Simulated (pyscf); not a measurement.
Thermochemistry of product channels of SnH₂ (SMILES [SnH2]) [singlet] + OH• (SMILES [OH]) on the doublet surface, in eV, from ωB97M-D3(BJ)/def2-TZVP energies (ideal gas, 1 atm, RRHO with modes under 100 cm⁻¹ raised to 100, one conformer, R ln 2 for rigid chiral ones). Single points on ωB97X-D3(BJ)/def2-SVP structures (PySCF, gas phase).

```
products                                                   ΔE  ΔH(298 K)  ΔG(900 K)  ΔG(1200 K)
------------------------------------------------------  -----  ---------  ---------  ----------
[O=SnH]• (SMILES [O]=[SnH]) + H₂ (SMILES [H][H])        -0.89      -0.94      -0.88       -0.88
•O–SnH₃ (SMILES [O][SnH3])                              -0.99      -0.96      +0.20       +0.57
HO–SnH: (SMILES [OH][SnH]) [singlet] + H• (SMILES [H])  -1.19      -1.19      -0.98       -0.93
O=SnH₂ (SMILES [O]=[SnH2]) + H• (SMILES [H])            +1.16      +1.04      +1.32       +1.38
HO–SnH₂• (SMILES [OH][SnH2])                            -2.85      -2.72      -1.62       -1.27
```

The channel to •O–SnH₃ turns unfavourable between 298 and 1200 K (ΔG from -0.57 eV to +0.57 eV).

These are energies of the channels, which say nothing of barriers. Left out: orbital degeneracy and the spin-orbit lowering of OH. Elements past Kr carry the def2 core potentials, without spin-orbit coupling.
